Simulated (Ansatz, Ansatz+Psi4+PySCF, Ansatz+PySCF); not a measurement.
```xyz
13

C     0.0000   -0.1688    0.0000
C    -1.4931    0.0374    0.0000
C     0.7466    0.0374    1.2931
C     0.7466    0.0374   -1.2931
H    -1.7494    1.1025    0.0000
H     0.8747    1.1025    1.5151
H     0.8747    1.1025   -1.5151
H    -1.9645   -0.4066    0.8972
H    -1.9645   -0.4066   -0.8972
H     1.7593   -0.4066    1.2527
H     0.2052   -0.4066    2.1499
H     0.2052   -0.4066   -2.1499
H     1.7593   -0.4066   -1.2527
```

Basis set: cc-pVTZ (spherical functions). Left uncorrelated: 4 orbitals. Correlation on ROHF uses semicanonical orbitals with singles. Charge 0, multiplicity 2.

Computed with Ansatz (development build ahead of 0.2.0); each method stands on the lowest determinant of its kind that the runs found.

(1) Give the atomization energy at this shape (free ground-state atoms in the same class of orbitals less the molecule, no zero-point energy) of doublet C4H9 by ROHF-MP2, UHF-MP2.

## Answers

(1)

| method | atomization energy |
| --- | --- |
| ROHF-MP2 | 51.13 eV |
| UHF-MP2 | 51.09 eV |
